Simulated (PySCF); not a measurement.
C4H4P (charge -1).
InChI=1S/C4H4P/c1-2-4-5-3-1/h1-4H/q-1

The closed-shell ground state was solved at several levels (PySCF, density fitting, gas phase, non-relativistic). Isolated species at its PBE0-D3(BJ)/def2-SVP geometry, gas phase. No diffuse functions stand in pcSseg-1 and pcSseg-2, which bears on an anion's orbital energies.

| level | basis functions | HOMO (eV) | LUMO (eV) | gap (eV) |
| --- | --- | --- | --- | --- |
| HF/pcSseg-2 | 243 | -2.04 | 6.51 | 8.55 |
| PBE0/pcSseg-1 | 112 | -0.18 | 5.74 | 5.92 |

(1) What might B3LYP/def2-SVPD (136 basis functions) give for the same quantities?

(2) Over all these levels, which gives the widest orbital gap and which the narrowest?

Results:

(1) HOMO -0.07 eV, LUMO 4.98 eV, gap 5.05 eV.

(2) HF/pcSseg-2 (Hartree–Fock, all exact exchange) has the widest, 8.55 eV, and B3LYP/def2-SVPD (global hybrid, 20 % exact exchange) the narrowest, 5.05 eV. Functional and basis both differ between the two, so the spread mixes both effects.
